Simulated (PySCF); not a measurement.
**Gas-phase thermal properties of C2H5**

Method: PySCF energies (xtb for GFN2) plus ideal-gas RRHO corrections (1 bar). The comparison is the NASA 1993 polynomial table, which mixes measured and estimated data. S°(298 K) at PBE0/def2-TZVP differs from the NASA 1993 table for C2H5 (+9 J/mol/K); whether the harmonic model or the table's entry is off was not settled. 6-31G* has spherical d functions here. Open shells (unrestricted): C2H5 (multiplicity 2). GFN2 has no spin-polarisation term. B3LYP is the form with VWN-RPA correlation. The harmonic model lacks anharmonicity and excited electronic states, which grow with temperature; levels with a mode under 35 cm⁻¹ are left out. Internal rotation in C2H5 is treated as a harmonic vibration of one conformer, which makes the entropy rough. The table's entry may be an old estimate for C2H5 (not checked at source).

| level | point group | σ | ZPE (kJ/mol) | S°298 (J/mol/K) | Cp298 (J/mol/K) | S°1000 (J/mol/K) | H1000 − H298 (kJ/mol) |
|---|---|---|---|---|---|---|---|
| table | - | - | - | 247.1 | 50.5 | 340.2 | 58.1 |
| B3LYP/6-31G* | Cs | 1 | 156.6 | 255.7 | 54.6 | 352.6 | 60.2 |
| GFN2-xTB | Cs | 1 | 152.8 | 259.4 | 55.0 | 357.4 | 60.9 |
| HF/6-31G* | Cs | 1 | 166.3 | 252.8 | 52.8 | 346.1 | 58.0 |
| PBE/def2-SVP | Cs | 1 | 150.7 | 256.8 | 55.9 | 356.6 | 61.9 |
| PBE0/def2-TZVP | Cs | 1 | 155.8 | 256.3 | 54.7 | 353.8 | 60.5 |
σ: rotational symmetry number. Electronic degeneracy used: 2. Frequencies are unscaled.
